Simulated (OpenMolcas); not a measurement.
**A ladder of methods for [CF2]+ (SMILES F[C+]F)**

[CF2]+ has 3 atoms, charge +1, and is taken as a doublet. SMILES: `F[C+]F`. The shape is that of a PBE0-D4/def2-TZVP optimisation.

```xyz
3

F     0.3791    0.9730    0.3162
C     0.2757   -0.2214    0.1273
F    -0.6548   -0.7516   -0.4435
```

Each level gives the vertical energy of the quartet above the doublet (eV). The values are calculated.

```json
{"level": "UHF/cc-pVTZ", "kind": "Hartree–Fock", "program": "OpenMolcas", "value (eV)": "8.13"}
{"level": "USVWN5/cc-pVTZ", "kind": "LDA", "program": "OpenMolcas", "value (eV)": "8.40"}
{"level": "UBLYP/cc-pVTZ", "kind": "GGA", "program": "OpenMolcas", "value (eV)": "8.21"}
{"level": "UPBE/cc-pVTZ", "kind": "GGA", "program": "OpenMolcas", "value (eV)": "8.16"}
{"level": "U-r2SCAN/cc-pVTZ", "kind": "meta-GGA", "program": "OpenMolcas", "value (eV)": "8.02"}
{"level": "UM06-L/cc-pVTZ", "kind": "meta-GGA", "program": "OpenMolcas", "value (eV)": "8.17"}
{"level": "UPBE0/cc-pVTZ", "kind": "global hybrid", "program": "OpenMolcas", "value (eV)": "8.24"}
{"level": "CASSCF(17,12)/cc-pVTZ", "kind": "multireference", "program": "OpenMolcas", "value (eV)": "8.98"}
```

The values span 8.02 to 8.98 eV.
